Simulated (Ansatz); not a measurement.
C₄H₅F (`CC1=C(F)C1`). The species carries charge 0 and has multiplicity 1. The geometry is a stationary point of PBE0-D4/def2-TZVP.

```xyz
10

C     0.188   -0.231   -1.473
C    -0.119    0.120   -0.083
C    -0.705    0.746    0.868
F    -1.577    1.653    1.243
C     0.255   -0.227    1.380
H    -0.012   -1.290   -1.657
H     1.247   -0.060   -1.689
H    -0.408    0.361   -2.169
H     1.220    0.101    1.773
H    -0.090   -1.173    1.806
```

Task: What is the dipole moment at r2SCAN/def2-TZVPP? (Estimate.)

Result: The calculation gave: 1.67 D, with components (0.76, -0.81, -1.24) D in this frame, pointing from negative to positive charge.

Task: And with PBE, B3LYP, ωB97M-V? (An estimate is asked.)

Result: Computed: PBE 1.61 D, B3LYP 1.72 D, ωB97M-V 1.70 D.

Task: Give the Mulliken charges with r2SCAN, PBE, B3LYP in def2-TZVPP. (An estimate is asked.)

Result: Ansatz gave: 
```tsv
atom	r2SCAN	PBE	B3LYP
C1	-0.10	-0.19	-0.20
C2	-0.05	-0.08	-0.05
C3	0.20	0.19	0.21
F4	-0.18	-0.13	-0.18
C5	-0.14	-0.22	-0.23
H6	0.06	0.10	0.10
H7	0.06	0.10	0.10
H8	0.06	0.10	0.10
H9	0.04	0.07	0.08
H10	0.04	0.07	0.08
```

B3LYP here is the variant with VWN-RPA as its local correlation; programs differ in this.
